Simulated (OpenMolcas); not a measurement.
## BCl2 (SMILES Cl[B]Cl): methods side by side

BCl2 has 3 atoms, charge 0, and is taken as a doublet. As SMILES, `Cl[B]Cl`. The coordinates come from a PBE0-D4/def2-TZVP relaxation.

```tsv
atom	x (Å)	y (Å)	z (Å)
Cl	0.3715	-1.5256	0.0300
B	-0.4639	-0.0503	-0.2569
Cl	0.0815	1.5111	0.2137
```

Quantity: the vertical energy of the quartet above the doublet, in eV. The values are calculated.

```json
{"level": "UHF/STO-3G", "kind": "Hartree–Fock", "program": "OpenMolcas", "value (eV)": "6.80", "less FCI/STO-3G": "-0.32", "CPU time (all runs)": "7 s"}
{"level": "USVWN5/STO-3G", "kind": "LDA", "program": "OpenMolcas", "value (eV)": "6.75", "less FCI/STO-3G": "-0.37", "CPU time (all runs)": "12 s"}
{"level": "UPBE/STO-3G", "kind": "GGA", "program": "OpenMolcas", "value (eV)": "6.62", "less FCI/STO-3G": "-0.50", "CPU time (all runs)": "12 s"}
{"level": "U-r2SCAN/STO-3G", "kind": "meta-GGA", "program": "OpenMolcas", "value (eV)": "6.56", "less FCI/STO-3G": "-0.56", "CPU time (all runs)": "15 s"}
{"level": "UB3LYP/STO-3G", "kind": "global hybrid", "program": "OpenMolcas", "value (eV)": "6.78", "less FCI/STO-3G": "-0.34", "CPU time (all runs)": "14 s"}
{"level": "UPBE0/STO-3G", "kind": "global hybrid", "program": "OpenMolcas", "value (eV)": "6.77", "less FCI/STO-3G": "-0.35", "CPU time (all runs)": "12 s"}
{"level": "CASSCF(3,3)/STO-3G", "kind": "multireference", "program": "OpenMolcas", "value (eV)": "6.88", "less FCI/STO-3G": "-0.24", "CPU time (all runs)": "4.9 s"}
{"level": "FCI/STO-3G", "kind": "exact in the basis", "program": "OpenMolcas", "value (eV)": "7.12", "less FCI/STO-3G": "0.00", "CPU time (all runs)": "53 s"}
```

FCI/STO-3G is exact within its basis and frozen core, so for wave-function methods in that basis the difference is their error; functionals converge differently with the basis, so for them it is only a difference. The values span 6.56 to 7.12 eV. All rows use very small basis sets, so even the best lies far from the true value. CPU times are rough (shared hosts, several kinds of processor): they show what a rung costs within a factor of a few.
